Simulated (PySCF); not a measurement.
NaH: energy against distance

Set-up: PySCF, no relativity, basis sets Na def2-SVPD, H def2-SVPD. Energies in eV from Na + H in their ground configurations at the same level. State: ¹Σ⁺ (singlet), closed shell.

Curves on a restricted Hartree–Fock reference rise too fast on stretching and do not dissociate correctly.

```csv
R (Å),PBE,RHF-CCSD(T),RHF-CCSD
1.624,-1.619,,
1.699,-1.740,-1.700,-1.698
1.775,-1.811,-1.785,-1.783
1.831,-1.839,-1.821,-1.819
1.888,-1.848,-1.838,-1.836
1.945,-1.842,-1.838,-1.837
2.020,-1.815,-1.819,-1.818
2.115,-1.758,-1.770,-1.769
2.228,-1.666,-1.686,-1.684
2.379,-1.518,,
```

**Question.** Put a parabola through the three lowest points of the PBE curve and estimate Re, k and ωe (reduced mass 0.9655 u; 1 eV/Å² = 0.16022 mdyn/Å; ωe = 1302.8·√(k/μ) cm⁻¹).

**Answer.** Through R = 1.831, 1.888, 1.945 Å the second-order coefficient is 2.31 eV/Å², so Re ≈ 1.894 Å, k ≈ 0.740 mdyn/Å and ωe ≈ 1140 cm⁻¹. A polynomial fit of higher order to the unrounded PBE energies gives Re = 1.892 Å, k = 0.738 mdyn/Å, ωe = 1139 cm⁻¹; anharmonicity and rounding make the difference.

The higher-order fit for each curve: PBE: Re = 1.892 Å, ωe = 1139 cm⁻¹, De = 1.85 eV; RHF-CCSD(T): Re = 1.919 Å, ωe = 1124 cm⁻¹, De = 1.84 eV; RHF-CCSD: Re = 1.920 Å, ωe = 1124 cm⁻¹, De = 1.84 eV.

Correlated steps freeze 1 core orbital. Correlated levels converge slowly with the basis: in double zeta they bind strong bonds too weakly, by up to about 1 eV, and carry superposition errors of some tenths. Where the molecule has an RHF reference, its open-shell atoms are computed with UHF.
